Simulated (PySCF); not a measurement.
CH₃NO, SMILES NC=O. Atoms are numbered in the order given.

```xyz
6

N      0.1599    -1.0866     0.0000
C     -0.3881     0.1605     0.0000
O      0.2455     1.2025     0.0000
H      1.1702    -1.1863     0.0000
H     -0.4207    -1.9164     0.0000
H     -1.5042     0.1264     0.0000
```

Geometry: PBE-D3(BJ)/def2-TZVP. The values are those of a single conformer.

All values below come from PBE-D3(BJ)/def2-TZVP (PySCF).

Frequencies are harmonic and unscaled.

```
mode  ν (cm⁻¹)  IR (km/mol)  moving atoms (share of kinetic energy)
----  --------  -----------  --------------------------------------
1          222        198.3                          H 81 %, N 19 %
2          548          9.3          H 37 %, O 30 %, C 20 %, N 13 %
3          638         13.3                          H 82 %, C 11 %
4          994          3.6                          H 62 %, C 34 %
5         1018          2.2                  H 54 %, N 31 %, O 14 %
6         1237         83.0                  C 44 %, H 30 %, N 25 %
7         1367          4.4                          H 83 %, O 11 %
8         1561         59.4                          H 80 %, N 16 %
9         1750        360.2                          C 62 %, O 30 %
10        2844        112.1                                  H 92 %
11        3485         20.9                                  H 96 %
12        3623         32.2                           H 91 %, N 9 %
```
